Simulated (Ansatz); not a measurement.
Fluorite CdF₂, treated with r²SCAN in Ansatz (PAW).

Settings: plane-wave cutoff 600 eV, 8×8×8 k mesh, finite displacements, scalar-relativistic PAW data made under PBE.

Cell (relaxed at this level):

```
CELL_PARAMETERS angstrom
      0.00000     2.69397     2.69397
      2.69397     0.00000     2.69397
      2.69397     2.69397     0.00000
ATOMIC_POSITIONS crystal
  Cd 0.00000 0.00000 0.00000
  F  0.25000 0.25000 0.25000
  F  0.75000 0.75000 0.75000
```

### Question
Give the computed high-frequency dielectric constant and static dielectric constant.

### Answer

- high-frequency dielectric constant: 2.65
- static dielectric constant: 7.88

Measured, for comparison: high-frequency dielectric constant 2.4, static dielectric constant 8.1 (300 K, no zero-point or thermal correction; as tabulated in Rakita et al. (2019), arXiv:1907.03971). Computed (rounded) less measured: high-frequency dielectric constant +10 %, static dielectric constant -3 %.

Computing time: around 4 core-minutes (rough).

Ansatz is a quantum-chemistry and plane-wave program.
